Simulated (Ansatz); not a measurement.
bcc Li, treated with r²SCAN (Ansatz, a first-principles code, plane waves, PAW).

Numerical settings: plane-wave cutoff 500 eV, 18×18×1 k mesh (along the axes of the cell as run), Fermi–Dirac smearing 0.1 eV, scalar-relativistic PAW data made under PBE.

What does this level give for the surface energy of the (111) face and work function of the (111) face?


- surface energy of the (111) face: 0.54 J/m²
- work function of the (111) face: 2.87 eV

The slab of 12 atoms is relaxed and unreconstructed.

It cost roughly 8 core-minutes of CPU time.
